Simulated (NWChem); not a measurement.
**Ionisation of nitrogen dioxide (NO2)**

```
N
O 1 1.1917
O 1 1.1917 2 134.61
```
Charge 0, spin multiplicity 2.

The numbers come from NWChem runs, not from measurements. The geometry was optimised at UB3LYP/def2-SVP, a minimum by its harmonic frequencies.

Basis set: def2-TZVP. The species with one electron less has spin multiplicity 1 and keeps the geometry of the parent. Δ marks differences of total energies (open shells unrestricted). −ε marks an orbital energy of the parent. That orbital need not have the symmetry of the hole or added electron in the Δ rows. That singlet is a closed-shell solution.

B3LYP has NWChem's definition, with VWN1-RPA local correlation. The unpaired electrons of the parent sit in orbitals of symmetry a1 (C2v labels of the run); other states weren't searched. No SCF solution was tested for a lower state.

**Question.** One of these methods gave a first vertical ionisation energy of 8.04 eV. Which?
(A) ΔB3LYP
(B) −ε(alpha HOMO) of B3LYP
(C) −ε(alpha HOMO) of r2SCAN
(D) −ε(alpha HOMO) of PBE

**Answer.** B, −ε(alpha HOMO) of B3LYP. The others give 6.33 (−ε(alpha HOMO) of PBE), 6.86 (−ε(alpha HOMO) of r2SCAN), 11.64 (ΔB3LYP).
